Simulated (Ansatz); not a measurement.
Ansatz (an electronic-structure program) input (CCSD(T)/aug-cc-pV(D+d)Z):
A basis named .json is the Basis Set Exchange file of that set.

Ansatz 0.2 input:
```yaml
crystal:
  periodic: [false, false, false]
  atoms:
    - {symbol: Si, position_ang: [0.00024619, -0.01101351, 1.17211551]}
    - {symbol: Si, position_ang: [-0.00024619, 0.01101351, -1.17211551]}
    - {symbol: H, position_ang: [-0.00038068, 1.37523852, 1.69966304]}
    - {symbol: H, position_ang: [-1.20404743, -0.71202958, 1.68030332]}
    - {symbol: H, position_ang: [1.20549084, -0.71075196, 1.67980924]}
    - {symbol: H, position_ang: [0.00038068, -1.37523852, -1.69966304]}
    - {symbol: H, position_ang: [-1.20549084, 0.71075196, -1.67980924]}
    - {symbol: H, position_ang: [1.20404743, 0.71202958, -1.68030332]}
basis:
  gaussian:
    orbitals: aug-cc-pV_D+d_Z.json
magnetization: {spin_polarized: false}
correlation: {method: ccsd_t, electrons: outside_noble_gas}
output: {forces: true}
```

End of the output:

```
integrals: 0.22 GiB planned
1194 factors; integrals over basis functions are off by at most 7.2e-4 eV
mean field: 0.39 GiB planned
mean field evaluation 1: about -15818.1713 eV, gradient 1.3e1 eV
mean field evaluation 2: about -15818.2326 eV, gradient 1.3e1 eV
mean field evaluation 4: about -15819.4122 eV, gradient 5.5e-1 eV
mean field evaluation 8: about -15819.4143 eV, gradient 1.2e-4 eV
mean field evaluation 16: about -15819.3249 eV, gradient 5.4e-1 eV
mean field -15819.41430999 eV, -581.3527531079 hartree, gradient 2.4e-6 eV, S^2 0.000000; 0 other end points of the search recorded, 0 dependent functions left out
10 core orbitals not correlated
reference -15819.41430999 eV, -581.3527531079 hartree; 7, 7 occupied and 101, 101 virtual orbitals, 1194 factors
densities: 0.86 GiB planned
second order -6.08443621 eV of doubles, -0.00000000 eV of singles
coupled cluster: 0.52 GiB planned
cycle   1  -7.15543911 eV  change    -1.1e0 eV  update   7.7e-2
cycle   2  -7.52930668 eV  change   -3.7e-1 eV  update   2.6e-2
cycle   3  -7.54179085 eV  change   -1.2e-2 eV  update   6.4e-3
cycle   4  -7.53849939 eV  change    3.3e-3 eV  update   2.3e-3
cycle   5  -7.53786602 eV  change    6.3e-4 eV  update   6.5e-4
cycle   6  -7.53780208 eV  change    6.4e-5 eV  update   1.7e-4
cycle   7  -7.53780073 eV  change    1.4e-6 eV  update   4.4e-5
cycle   8  -7.53781060 eV  change   -9.9e-6 eV  update   1.2e-5
cycle   9  -7.53781141 eV  change   -8.1e-7 eV  update   3.9e-6
perturbative correction -0.19201365 eV, -0.0070563713 hartree
the calculation of the forces begins
Total energy: -15827.14413505 eV, -581.6368189393 hartree
Atom 0 at     0.000246    -0.011014     1.172116 Å, force     0.000009    -0.000389     0.041415 eV/Å
Atom 1 at    -0.000246     0.011014    -1.172116 Å, force    -0.000009     0.000389    -0.041415 eV/Å
Atom 2 at    -0.000381     1.375239     1.699663 Å, force    -0.000059     0.129482     0.046786 eV/Å
Atom 3 at    -1.204047    -0.712030     1.680303 Å, force    -0.112467    -0.065443     0.044978 eV/Å
Atom 4 at     1.205491    -0.710752     1.679809 Å, force     0.112555    -0.065324     0.044932 eV/Å
Atom 5 at     0.000381    -1.375239    -1.699663 Å, force     0.000059    -0.129482    -0.046786 eV/Å
Atom 6 at    -1.205491     0.710752    -1.679809 Å, force    -0.112555     0.065324    -0.044932 eV/Å
Atom 7 at     1.204047     0.712030    -1.680303 Å, force     0.112467     0.065443    -0.044978 eV/Å
Dipole moment:     0.000000     0.000000    -0.000000 e Å
```
